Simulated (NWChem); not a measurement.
The numbers come from NWChem runs, not from measurements. System: hydrogen cyanide (CHN), charge 0, spin multiplicity 1, at a geometry optimised with PBE/def2-SVP. Level: CCSD(T)/def2-SVP, 2 core orbitals frozen.

Input file:

```
start mol
memory heap 100 mb stack 700 mb global 1900 mb
geometry units angstroms nocenter noautoz
  C      0.000000     0.000000    -0.505970
  N      0.000000     0.000000     0.661277
  H      0.000000     0.000000    -1.593117
  symmetry group C2v
end
basis spherical
  * library def2-svp
end
scf
  rhf
  nopen 0
  maxiter 100
  thresh 1e-7
  semidirect memsize 60000000 filesize 0
end
ccsd
  freeze core 2
  maxiter 60
end
task ccsd(t) energy
```

Part of the output:

```
             Northwest Computational Chemistry Package (NWChem) 7.3.0
             --------------------------------------------------------

                                NWChem Input Module
                                -------------------

 Scaling coordinates for geometry "geometry" by  1.889725989
 (inverse scale =  0.529177249)

 Turning off AUTOSYM since
 SYMMETRY directive was detected!

                             Geometry "geometry" -> ""
                             -------------------------

 Output coordinates in angstroms (scale by  1.889725989 to convert to a.u.)

  No.       Tag          Charge          X              Y              Z
 ---- ---------------- ---------- -------------- -------------- --------------
    1 C                    6.0000     0.00000000     0.00000000    -0.50597000
    2 N                    7.0000     0.00000000     0.00000000     0.66127700
    3 H                    1.0000     0.00000000     0.00000000    -1.59311700

 Effective nuclear repulsion energy (a.u.)      23.6045764770

            Nuclear Dipole moment (a.u.)
            ----------------------------
        X                 Y               Z
 ---------------- ---------------- ----------------
     0.0000000000     0.0000000000     0.0000037795

      Symmetry information
      --------------------

 Group name             C2v
 Group number             16
 Group order               4
 No. of unique centers     3

      Symmetry unique atoms

     1    2    3


 Summary of "ao basis" -> "" (spherical)
 ------------------------------------------------------------------------------
       Tag                 Description            Shells   Functions and Types
 ---------------- ------------------------------  ------  ---------------------
 *                          def2-svp                  on all atoms

 Summary of "ao basis" -> "ao basis" (spherical)
 ------------------------------------------------------------------------------
       Tag                 Description            Shells   Functions and Types
 ---------------- ------------------------------  ------  ---------------------
 C                          def2-svp                 6       14   3s2p1d
 N                          def2-svp                 6       14   3s2p1d
 H                          def2-svp                 3        5   2s1p

                                 NWChem SCF Module
                                 -----------------

  ao basis        = "ao basis"
  functions       =    33
  atoms           =     3
  closed shells   =     7
  open shells     =     0
  charge          =   0.00
  wavefunction    = RHF
  use symmetry    = T
  symmetry adapt  = T

 Summary of "ao basis" -> "ao basis" (spherical)
 ------------------------------------------------------------------------------
       Tag                 Description            Shells   Functions and Types
 ---------------- ------------------------------  ------  ---------------------
 C                          def2-svp                 6       14   3s2p1d
 N                          def2-svp                 6       14   3s2p1d
 H                          def2-svp                 3        5   2s1p

      Symmetry analysis of basis
      --------------------------

        a1         17
        a2          2
        b1          7
        b2          7

 Forming initial guess at       0.0s

      Superposition of Atomic Density Guess
      -------------------------------------

 Sum of atomic energies:         -92.36827113
[...]
   8     -0.2964423031 -1.344D-06  4.799D-06     0.15     0.00     0.14
   9     -0.2964426373 -3.343D-07  5.477D-06     0.22     0.00     0.21
  10     -0.2964428792 -2.419D-07  1.349D-06     0.17     0.00     0.16
  11     -0.2964429770 -9.779D-08  7.064D-07     0.17     0.00     0.16
                  *************converged*************
-------------------------------------------------------------------------

 -----------
 CCSD Energy
 -----------
 Reference energy:             -92.797712849150088
 CCSD corr. energy:             -0.296442976993336
 Total CCSD energy:            -93.094155826143421

 --------------------------------
 Spin Component Scaled (SCS) CCSD
 --------------------------------
 Same spin contribution:                 -0.059956551117169
 Same spin scaling factor:                1.130000000000000
 Opposite spin contribution:             -0.236486425876167
 Opposite spin scaling fact.:             1.270000000000000
 SCS-CCSD correlation energy:            -0.368088663625133
 Total SCS-CCSD energy:                 -93.165801512775218
 memory            104854684

*********triples calculation*********

nkpass=    1; nvpass=    1; memdrv=          23062; memtrn=         413894; memavail=      104854540
 memory available/node                      104854540
 total number of virtual orbitals        26
 number of virtuals per integral pass    26
 number of integral evaluations           1
 number of occupied per triples pass      5
 number of triples passes                 1

 commencing integral evaluation        1 at           2.01
  symmetry use  T
task         2 out of       120 done   1%  at       0.0 secs
task         6 out of       120 done   5%  at       0.0 secs
task        12 out of       120 done  10%  at       0.0 secs
task        18 out of       120 done  15%  at       0.1 secs
task        24 out of       120 done  20%  at       0.1 secs
task        30 out of       120 done  25%  at       0.1 secs
task        36 out of       120 done  30%  at       0.1 secs
task        42 out of       120 done  35%  at       0.1 secs
task        48 out of       120 done  40%  at       0.1 secs
task        54 out of       120 done  45%  at       0.1 secs
task        60 out of       120 done  50%  at       0.1 secs
task        66 out of       120 done  55%  at       0.1 secs
task        72 out of       120 done  60%  at       0.1 secs
task        78 out of       120 done  65%  at       0.2 secs
task        84 out of       120 done  70%  at       0.2 secs
task        90 out of       120 done  75%  at       0.2 secs
task        96 out of       120 done  80%  at       0.2 secs
task       102 out of       120 done  85%  at       0.2 secs
task       108 out of       120 done  90%  at       0.2 secs
task       114 out of       120 done  95%  at       0.2 secs
task       120 out of       120 done 100%  at       0.2 secs
 commencing triples evaluation - blocking       1
 ccsd(t): done        1 out of       26 progress:    3.8%
 ccsd(t): done        2 out of       26 progress:    7.7%
 ccsd(t): done        3 out of       26 progress:   11.5%
 ccsd(t): done        4 out of       26 progress:   15.4%
 ccsd(t): done        5 out of       26 progress:   19.2%
 ccsd(t): done        6 out of       26 progress:   23.1%
 ccsd(t): done        7 out of       26 progress:   26.9%
 ccsd(t): done        8 out of       26 progress:   30.8%
 ccsd(t): done        9 out of       26 progress:   34.6%
 ccsd(t): done       10 out of       26 progress:   38.5%
 ccsd(t): done       11 out of       26 progress:   42.3%
 ccsd(t): done       12 out of       26 progress:   46.2%
 ccsd(t): done       13 out of       26 progress:   50.0%
 ccsd(t): done       14 out of       26 progress:   53.8%
 ccsd(t): done       15 out of       26 progress:   57.7%
 ccsd(t): done       16 out of       26 progress:   61.5%
 ccsd(t): done       17 out of       26 progress:   65.4%
 ccsd(t): done       18 out of       26 progress:   69.2%
 ccsd(t): done       19 out of       26 progress:   73.1%
 ccsd(t): done       20 out of       26 progress:   76.9%
 ccsd(t): done       21 out of       26 progress:   80.8%
 ccsd(t): done       22 out of       26 progress:   84.6%
 ccsd(t): done       23 out of       26 progress:   88.5%
 ccsd(t): done       24 out of       26 progress:   92.3%
 ccsd(t): done       25 out of       26 progress:   96.2%
 ccsd(t): done       26 out of       26 progress:  100.0%
 Time for integral evaluation pass     1        0.20
 Time for triples evaluation pass      1        0.04

 pseudo-e(mp4)  -0.13097282594325E-01
 pseudo-e(mp5)   0.80533503244972E-03
        e(t)    -0.12291947561875E-01

 --------------
 CCSD(T) Energy
 --------------
 Reference energy:                     -92.797712849150088

 CCSD corr. energy:                     -0.296442976993336
 T(CCSD) corr. energy:                  -0.013097282594325
 Total CCSD+T(CCSD) energy:            -93.107253108737751

 CCSD corr. energy:                     -0.296442976993336
 (T) corr. energy:                      -0.012291947561875
 Total CCSD(T) energy:                 -93.106447773705298

 routine      calls  cpu(0)   cpu-min  cpu-ave  cpu-max   i/o
 aoccsd          1     0.00     0.00     0.00     0.00    0.00
 iterdrv         1     0.00     0.00     0.00     0.00    0.00
 pampt          11     0.01     0.01     0.01     0.01    0.00
 t2pm           11     0.02     0.02     0.02     0.02    0.00
 sxy            11     0.03     0.03     0.03     0.03    0.00
 ints       158400     1.56     1.56     1.56     1.56    0.00
 t2eri        1320     0.12     0.12     0.12     0.12    0.00
 idx2         1320     0.04     0.04     0.04     0.04    0.00
 idx34          11     0.00     0.00     0.00     0.00    0.00
 ht2pm          11     0.02     0.02     0.02     0.02    0.00
 itm            11     0.06     0.06     0.06     0.06    0.00
 pdiis          11     0.00     0.00     0.00     0.00    0.00
 triples         1     0.00     0.00     0.00     0.00    0.00
 rdtrpo          1     0.00     0.00     0.00     0.00    0.00
 trpmos          1     0.20     0.20     0.20     0.20    0.00
 trpdrv          1     0.01     0.01     0.01     0.01    0.00
 dovvv        3900     0.01     0.01     0.01     0.01    0.00
 doooo        3900     0.00     0.00     0.00     0.00    0.00
 tengy        3250     0.01     0.01     0.01     0.01    0.00
 Total                 2.11     2.11     2.11     2.11    0.00

 Task  times  cpu:        2.4s     wall:        2.4s

 Total times  cpu:        2.4s     wall:        2.4s
```
